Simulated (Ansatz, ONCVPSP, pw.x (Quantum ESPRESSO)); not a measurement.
## Mn (Z = 25): does the ONCV potential hold in the solid?

- Element: Mn (Z = 25)
- Generator: ONCVPSP 4.0.1
- Type: optimised norm-conserving Vanderbilt (ONCV)
- Functional: PBEsol
- Relativity: scalar-relativistic
- Frozen core: [Ar]
- Valence charge: 7
- Reference configuration: 3d5 4s2
- Partial waves: 4s: rc 2.30 bohr, ncon 4, nbas 9, qcut 2.9 1/bohr, 2 projectors, debl 3.6 Ha; p scattering state at 0.34 Ha: rc 2.20 bohr, ncon 3, nbas 7, qcut 3.4 1/bohr, 2 projectors, debl 2.1 Ha; 3d: rc 1.90 bohr, ncon 4, nbas 9, qcut 8.8 1/bohr, 2 projectors, debl 3 Ha
- Local potential: polynomial inside 1.25 bohr (lpopt 5, dvloc0 -1 Ha)
- Core correction: none

Crystal test: sc Mn in pw.x 7.5, no spin, 14³ k-points, Fermi–Dirac smearing 0.01 Ry, cutoffs 80/320 Ry. The reference is all-electron LAPW (Ansatz 0.2.0) with the same functional, mesh and smearing; V0 and B0 come from Birch–Murnaghan fits to the pressures at five volumes. Errors are pseudo minus all-electron; Δ is the rms difference of the E(V) curves that follow from these fits, minima aligned, over ±6 % about the mean V0. Mesh and smearing are coarse, so the numbers serve the comparison and aren't converged zero-temperature values; the lattice is a test structure that the element need not adopt. Spin polarisation and strong correlation are left out, which matters for this element.

| V (Å³/atom) | P all-electron (GPa) | P pseudo (GPa) |
| --- | --- | --- |
| 10.873 | 13.75 | 9.17 |
| 11.159 | 6.61 | 2.78 |
| 11.445 | 0.36 | -2.87 |
| 11.731 | -5.11 | -7.83 |
| 12.017 | -9.90 | -12.20 |

All-electron: a0 = 2.255 Å (V0 = 11.46 Å³/atom), B0 = 232.2 GPa.

Pseudopotential: mean pressure error (GPa): -3.33; a0 (Å): 2.244; a0 error (%): -0.49; B0 error (%): -4.0; Δ (meV/atom): 8.6. The largest radius (2.30 bohr) exceeds half the bond length (2.13 bohr), so the spheres overlap, which is one possible source of error among others. The generator flags a localised state at positive energy (s at 22 eV). Atomic configuration tests: 1 of 4 tests not solved or not reliable.

Problem. At the middle volume, how do free energy and pressure move when the wave cutoff is lowered (ecutrho kept at four times it)?

Solution.

| cutoff (Ry) | shift of F (meV/atom) | shift of P (GPa) |
| --- | --- | --- |
| 36 | +8887.6 | -426.90 |
| 48 | +1114.5 | -104.54 |
| 64 | +17.2 | -3.42 |

Input at the middle volume:

```
&control
  calculation='scf', prefix='x', pseudo_dir='./', outdir='./tmp', tstress=.true., disk_io='low'
/
&system
  ibrav=0, nat=1, ntyp=1, ecutwfc=80, ecutrho=320, nbnd=11,
  occupations='smearing', smearing='fd', degauss=0.01
/
&electrons
  conv_thr=1e-09, mixing_beta=0.4, electron_maxstep=70
/
ATOMIC_SPECIES
Mn 1.0 Mn.UPF
CELL_PARAMETERS angstrom
  2.25357457 0.00000000 0.00000000
  0.00000000 2.25357457 0.00000000
  0.00000000 0.00000000 2.25357457
ATOMIC_POSITIONS crystal
Mn 0.0000 0.0000 0.0000
K_POINTS automatic
14 14 14 0 0 0
```

```bash
pw.x < Mn.scf.in > Mn.scf.out
```

Lines of the output:

```
Message from routine setup:
     using ibrav=0 with symmetry is DISCOURAGED, use correct ibrav instead
     lattice parameter (alat)  =       4.2586  a.u.
     unit-cell volume          =      77.2347 (a.u.)^3
     number of electrons       =         7.00
     number of Kohn-Sham states=           11
     kinetic-energy cutoff     =      80.0000  Ry
     charge density cutoff     =     320.0000  Ry
     scf convergence threshold =      1.0E-09
     Exchange-correlation= PBESOL
     number of k points=   120  Fermi-Dirac smearing, width (Ry)=  0.0100
     iteration #  1     ecut=    80.00 Ry     beta= 0.40
     total energy              =     -28.56921694 Ry
     estimated scf accuracy    <       0.02305117 Ry
     iteration #  2     ecut=    80.00 Ry     beta= 0.40
     total energy              =     -28.57197669 Ry
     estimated scf accuracy    <       0.00386551 Ry
     iteration #  3     ecut=    80.00 Ry     beta= 0.40
     total energy              =     -28.57233072 Ry
     estimated scf accuracy    <       0.00120173 Ry
     iteration #  4     ecut=    80.00 Ry     beta= 0.40
     total energy              =     -28.57241857 Ry
     estimated scf accuracy    <       0.00001889 Ry
     iteration #  5     ecut=    80.00 Ry     beta= 0.40
     total energy              =     -28.57242229 Ry
     estimated scf accuracy    <       0.00000116 Ry
     iteration #  6     ecut=    80.00 Ry     beta= 0.40
     total energy              =     -28.57242246 Ry
     estimated scf accuracy    <       0.00000002 Ry
     iteration #  7     ecut=    80.00 Ry     beta= 0.40
     the Fermi energy is    13.8199 ev
!    total energy              =     -28.57242248 Ry
     estimated scf accuracy    <          8.3E-10 Ry
     smearing contrib. (-TS)   =      -0.00734010 Ry
     The total energy is F=E-TS. E is the sum of the following terms:
     one-electron contribution =       6.94270714 Ry
     hartree contribution      =       3.69004588 Ry
     xc contribution           =      -6.55182219 Ry
     ewald contribution        =     -32.64601320 Ry
     convergence has been achieved in   7 iterations
          total   stress  (Ry/bohr**3)                   (kbar)     P=      -28.67
```

The 8 pw.x runs together took about 62 s on one core of a shared server CPU.
